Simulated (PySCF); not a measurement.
**Accurate constants of BF+, step by step**

The task here is to estimate one member of a computed series from the others.

Computed with PySCF 2.14.0. Level: CCSD(T) on ROHF, no relativity in the base curves; scalar relativity is added as a correction.

1 further run of the same task is left out (set aside as unsound or not needed).

Set-up of the first run:

* molecule: BF+
* state: doublet, unpaired electrons σ ↑
* smaller basis: B cc-pVTZ, F cc-pVTZ
* larger basis: B cc-pVQZ, F cc-pVQZ
* frozen core orbitals: 2
* extrapolation: correlation as n⁻³ (n = 3, 4), Hartree–Fock as (n+1)·exp(−9√n)
* corrections: core–valence correlation, scalar relativity
* distances (Å): 1.0722, 1.1210, 1.1697, 1.2184, 1.2672, 1.3281, 1.3890
* masses (u): 11.0093, 18.9984
* dissociation limit: B+ + F

Launch:

```console
> OMP_NUM_THREADS=4 python comp.py task.json out
```

Steps of the session up to this table: Coupled cluster at each distance.

One of the session's tables, all rows but one given; the rest of the session is left out.

```
               level  Re (Å)  ωe (cm⁻¹)  ωexe (cm⁻¹)  αe (cm⁻¹)  De (eV)
CCSD(T)/cc-pVTZ(-PP)  1.2179     1691.3         10.7     0.0159    4.896
CCSD(T)/cc-pVQZ(-PP)  1.2131     1698.0         10.9     0.0162    4.993
              HF/CBS  1.1949     1799.2         10.3     0.0155    4.344
             MP2/CBS  1.2121     1708.6         10.3     0.0157    5.747
            CCSD/CBS       ?          ?            ?          ?        ?
         CCSD(T)/CBS  1.2114     1702.3         11.0     0.0163    5.034
      CCSD(T)/CBS+CV  1.2086     1710.2         11.0     0.0163    5.089
   CCSD(T)/CBS+CV+SR  1.2085     1709.3         11.0     0.0163    5.080
```

Q: Estimate the row for CCSD/CBS from the others.

The run gave: Re (Å): 1.2069; ωe (cm⁻¹): 1730.1; ωexe (cm⁻¹): 10.8; αe (cm⁻¹): 0.0160; De (eV): 4.856. In the column «Re (Å)» it lies between HF/CBS (1.1949) and CCSD(T)/CBS+CV+SR (1.2085).

What this shows: The last step gives Re = 1.2085 Å, ωe = 1709.3 cm⁻¹ and De = 5.080 eV; the smaller basis alone is off from it by +9.4 mÅ and -0.18 eV. Near the minimum the mean field binds by 4.32 eV and correlation adds 0.71 eV of binding. T1 is 0.022. Spin–orbit coupling and excitations beyond (T) are left out.
